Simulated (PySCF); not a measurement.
OSi, neutral, multiplicity 1. Atoms are numbered in the order given.

```xyz
2

Si     0.0000     0.0000    -0.5503
O      0.0000     0.0000     0.9630
```
Charge 0, spin multiplicity 1.

Coordinates come from a B3LYP-D3(BJ)/def2-TZVPD optimisation.

These are TDDFT-B3LYP/def2-TZVPD (PySCF 2.14.0) values and carry that method's errors.

Vertical excitations; the highest root listed may be one member of a degenerate set. Isolated molecule, no solvent. State labels are in the subgroup C2v.

### Question
Give excitation energies, oscillator strengths and character. (Estimate from the structure and the level; the computed values follow.)

### Answer

| state | symmetry | energy (eV) | λ (nm) | f | main pairs |
|---|---|---|---|---|---|
| S1 | A2 | 5.29 | 234 | 0.000 | HOMO−2→LUMO+1 50 %, HOMO−1→LUMO 50 % |
| S2 | B2 | 5.39 | 230 | 0.061 | HOMO→LUMO+1 (degenerate set) |
| S3 | B1 | 5.39 | 230 | 0.061 | HOMO→LUMO (degenerate set) |
| S4 | A2 | 5.51 | 225 | 0.000 | HOMO−1→LUMO, HOMO−2→LUMO+1 (degenerate set) |
| S5 | A1 | 5.51 | 225 | 0.000 | HOMO−1→LUMO+1, HOMO−2→LUMO (degenerate set) |
| S6 | A1 | 7.17 | 173 | 0.008 | HOMO−2→LUMO 32 %, HOMO−1→LUMO+1 32 %, HOMO→LUMO+2 29 % |
| S7 | B1 | 8.19 | 151 | 0.033 | HOMO−2→LUMO+2 (degenerate set) |
| S8 | B2 | 8.19 | 151 | 0.033 | HOMO−1→LUMO+2 (degenerate set) |
| S9 | A1 | 8.33 | 149 | 0.047 | HOMO→LUMO+3 47 %, HOMO→LUMO+2 45 % |
| S10 | A1 | 8.63 | 144 | 0.729 | HOMO→LUMO+3 47 %, HOMO→LUMO+2 24 %, HOMO−2→LUMO 11 %, HOMO−1→LUMO+1 11 % |
| T1 | B2 | 4.06 | 305 | 0 | HOMO→LUMO+1 (degenerate set) |
| T2 | B1 | 4.06 | 305 | 0 | HOMO→LUMO (degenerate set) |
| T3 | A1 | 4.50 | 276 | 0 | HOMO−1→LUMO+1 49 %, HOMO−2→LUMO 49 % |
| T4 | A1 | 4.81 | 258 | 0 | HOMO−2→LUMO 49 %, HOMO−1→LUMO+1 49 % |
Triplets are in the Tamm–Dancoff approximation, which puts them higher than full response would, so one can lie above its singlet here.
